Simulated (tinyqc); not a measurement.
Starting guesses with plain Roothaan steps: SCF starting guesses in the sto-3g basis, for H2O, spin multiplicity 1. Computed by the program tinyqc with PySCF. RHF with one setting changed at a time; a run stops when the energy changes by less than 1e-09 hartree and the error matrix is below 1e-5. Starts: the lowest orbitals of the core Hamiltonian, of the Wolfsberg-Helmholz matrix (K = 1.75), projected atomic densities, random orbitals, and the highest orbitals of the core Hamiltonian (a deliberately bad start).

Geometry (angstrom):

| atom | x | y | z |
|---|---|---|---|
| O | 0.0000 | 0.0000 | 0.0000 |
| H | 0.0000 | 0.9000 | 0.8280 |
| H | 0.0000 | -0.8580 | 0.7890 |

lowest restricted solution found by these runs and by PySCF = -74.900353 hartree

Largest element of the error matrix X^T (FDS - SDF) X:

| iteration | core | Wolfsberg-Helmholz | atomic densities | random | highest core orbitals |
|---|---|---|---|---|---|
| 1 | 4.7e-01 | 5.0e-01 | 8.7e-01 | 1.5e+01 | 4.2e-01 |
| 2 | 4.0e-01 | 1.3e-01 | 2.1e-01 | 5.4e-01 | 5.3e-01 |
| 3 | 1.5e-01 | 3.0e-02 | 5.2e-02 | 3.4e-01 | 3.4e-01 |
| 4 | 4.4e-02 | 1.2e-02 | 1.8e-02 | 1.1e-01 | 1.2e-01 |
| 5 | 1.7e-02 | 4.3e-03 | 4.6e-03 | 3.3e-02 | 3.4e-02 |
| 6 | 5.6e-03 | 1.9e-03 | 1.6e-03 | 1.3e-02 | 1.3e-02 |
| 8 | 1.0e-03 | 4.1e-04 | 1.9e-04 | 1.8e-03 | 1.7e-03 |
| 10 | 2.3e-04 | 1.0e-04 | 3.1e-05 | 3.5e-04 | 3.3e-04 |
| 14 | 1.6e-05 | 7.7e-06 | - | 2.5e-05 | 2.1e-05 |

How each run ends:

| run | iterations | E (hartree) | state |
|---|---|---|---|
| core | 15 | -74.90035 | lowest found |
| Wolfsberg-Helmholz | 14 | -74.90035 | lowest found |
| atomic densities | 12 | -74.90035 | lowest found |
| random | 16 | -74.90035 | lowest found |
| highest core orbitals | 16 | -74.90035 | lowest found |

What does the comparison show, and why?

5 of 5 runs reach the lowest restricted solution found, in 12 to 16 iterations (fastest: atomic densities). The first errors are 5e-01, 5e-01, 9e-01, 2e+01, 4e-01; the deliberately bad start has the smallest one, so a small first error does not mark a good start.
